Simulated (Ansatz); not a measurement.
FH₂SSi, SMILES `F[SiH]S` radical, relaxed with UKS PBE0-D4/def2-TZVP in Ansatz 0.2.0 from a PBE-D4/def2-SVP geometry. The force threshold is 0.005 eV/Å; the program also tests the step.

Total charge 0; spin multiplicity 2.

Start:

```xyz
5

F     1.144   -0.761    1.172
Si    0.145    0.419    0.601
S    -0.711   -0.085   -1.310
H    -1.054    0.507    1.519
H     0.476   -0.080   -1.982
```

(1) How much energy does the relaxation release, and in how many steps? (Best estimate.)

(2) Which bonds change most? (Best estimate.)

(3) Give the relaxed structure. (An estimate is asked.)

Answers

(1) Computed: 4.70 kJ/mol, in 6 steps, 1 of them rejected.

(2) Ansatz gave: F1–Si2 from 1.648 to 1.604 Å; Si2–S3 from 2.153 to 2.122 Å; Si2–H4 from 1.513 to 1.489 Å; S3–H5 from 1.364 to 1.344 Å.

(3) The calculation gave: 
```xyz
5

F     1.105   -0.748    1.165
Si    0.141    0.395    0.586
S    -0.694   -0.122   -1.295
H    -1.020    0.518    1.510
H     0.469   -0.043   -1.966
```
